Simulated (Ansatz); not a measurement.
## HfNb2O7: short dynamics, then relaxation

A packing of 20 atoms, thrown in at random and pushed apart as soft spheres with like charges further apart (2 Hf, 4 Nb, 14 O) went through Langevin stages in a fixed cell of 14.07 Å³/atom, at one k point, without spin and with a Fermi–Dirac width of kT (0.05 eV at least). Level of theory: DFT PBE, scalar-relativistic, plane waves, PAW (Ansatz 0.2.0).

| thermostat (K) | duration (fs) | friction (1/fs) | cutoff (eV) | mean T (K) | mean P (GPa) | mean square displacement (Å²) |
| --- | --- | --- | --- | --- | --- | --- |
| 3800 | 48 | 0.030 | 320 | 4904 | 15.1 | 0.57 |
| 3800 | 500 | 0.030 | 420 | 3893 | 5.8 | 1.91 |
| 2740 | 442 | 0.030 | 420 | 2619 | 2.8 | 1.41 |
| 1520 | 500 | 0.030 | 420 | 1574 | 1.4 | 0.45 |
| 300 | 500 | 0.030 | 420 | 316 | -1.0 | 0.09 |

Means run over the second half of a stage; pressure includes the kinetic part; displacements count from the stage's start, the atoms' common shift taken off. In so short a run the atoms moved about a bond length or less in the hot stages, so this is an annealed packing, not a quenched equilibrium liquid.

Cell and atoms were then relaxed on coarser meshes and computed once more: Cutoff 420 eV; k points 4×4×4 on the computed 20-atom cell (Γ-centred); Gaussian smearing, width 0.02 eV; no spin polarisation.

What structure is left?

One draw of many: 13.68 Å³/atom with a gap on the mesh of 3.04 eV, 2.81 eV/atom below the elements' standard states (static lattices, no corrections for gases) (a random packing after short dynamics, relaxed).

Counting as bonded all pairs within 1.2 times the summed covalent radii, but none from a metal cation to another cation:

```tsv
atom → neighbour	mean count	mean length (Å)	spread (Å)
Hf → O	6.50	2.15	0.13
Nb → O	6.25	2.05	0.16
O → Hf	0.93	2.15	0.13
O → Nb	1.79	2.05	0.16
```

Angles between all pairs of such bonds at an atom (mean ± spread): 101 ± 29° at Hf, 103 ± 30° at Nb, 117 ± 23° at O.

```
CELL_PARAMETERS angstrom
6.82062 0.05624 0.21582
0.06737 6.28991 -0.54219
0.23347 -0.53604 6.43247
ATOMIC_POSITIONS crystal
Hf 0.27273 0.77640 0.06462
Hf 0.06872 0.23554 0.37844
O 0.94412 0.80830 0.95554
O 0.56975 0.22468 0.90018
O 0.04223 0.53833 0.52356
O 0.38528 0.22031 0.48163
O 0.75317 0.84387 0.54668
O 0.53947 0.90566 0.14330
O 0.07606 0.87212 0.32143
O 0.03920 0.14206 0.67032
O 0.38327 0.53482 0.23505
O 0.74984 0.52561 0.18373
O 0.79095 0.17185 0.29904
O 0.24183 0.14638 0.10076
O 0.24359 0.48369 0.87514
O 0.28753 0.87192 0.75658
Nb 0.78064 0.81357 0.24415
Nb 0.53705 0.28469 0.20063
Nb 0.32021 0.20302 0.77395
Nb 0.00538 0.81788 0.66709
```

The final mesh leaves forces up to 0.12 eV/Å and stresses up to 0.2 GPa: the relaxation ran on a coarser mesh, so the cell's shape, its bonds and its energy belong partly to that mesh.

Spin-orbit coupling is left out, which matters for the bands of heavy elements.

Cost: 6 runs of about 37 core-minutes in all (earlier runs that led there not counted), on Arm Neoverse V2 (shared hosts).